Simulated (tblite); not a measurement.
Methoxyacetone, C₄H₈O₂.
Bonds: C1–O2, O2–C3, C3–C4, C4–C5, C4–O6 (double). Hydrogens: H7, H8, H9 on C1; H10, H11 on C3; H12, H13, H14 on C5.

The geometry is computed with GFN2-xTB (gas phase).

**Question.** What internal coordinates does the optimisation give?

**Answer.** 
```
                  bond  length (Å)
                 C1–O2       1.405
                 O2–C3       1.404
                 C3–C4       1.522
                 C4–C5       1.497
                 C4=O6       1.204
          C1–H7, C1–H8       1.092
                 C1–H9       1.097
        C3–H10, C3–H11       1.103
C5–H12, C5–H13, C5–H14       1.087
```

Bonds in one row agree within 0.01 Å and their mean is given. A selection of angles:
```
     angle  degrees
  O2–C1–H7    111.3
  O2–C1–H8    106.6
  H7–C1–H8    109.4
  C1–O2–C3    112.9
  O2–C3–C4    111.9
 O2–C3–H10    110.7
 C4–C3–H10    107.4
H10–C3–H11    107.0
  C3–C4–C5    115.1
  C3–C4–O6    120.7
  C5–C4–O6    124.3
 C4–C5–H12    109.0
H12–C5–H13    107.1
H12–C5–H14    110.7
H13–C5–H14    110.4
```

Dihedral angles: C1–O2–C3–C4 179° (antiperiplanar); O2–C3–C4–C5 9° (synperiplanar). The mirror-image conformer, all signs reversed, is as good.

Of the pairs four or more bonds apart, O2···H12 is among the closest relative to their van der Waals radii: 2.51 Å, 92 % of the sum of Bondi's values. The 3 C–O bonds span 1.204 Å (C4=O6, drawn double) to 1.405 Å (C1–O2, drawn single), a spread of 0.201 Å. The 2 C–C bonds span 1.497 Å (C4–C5, drawn single) to 1.522 Å (C3–C4, drawn single), a spread of 0.025 Å.

Point group: near Cs, missed by 0.32 Å at most; the miss may be what the optimiser left on a soft mode. Its GFN2-xTB frequencies are all real (lowest 46 cm⁻¹). The numbers are those of one conformer. 3 starts were optimised and ended at 0.00, 0.14 and 1.90 kcal/mol (GFN2-xTB); the lowest of these is shown.
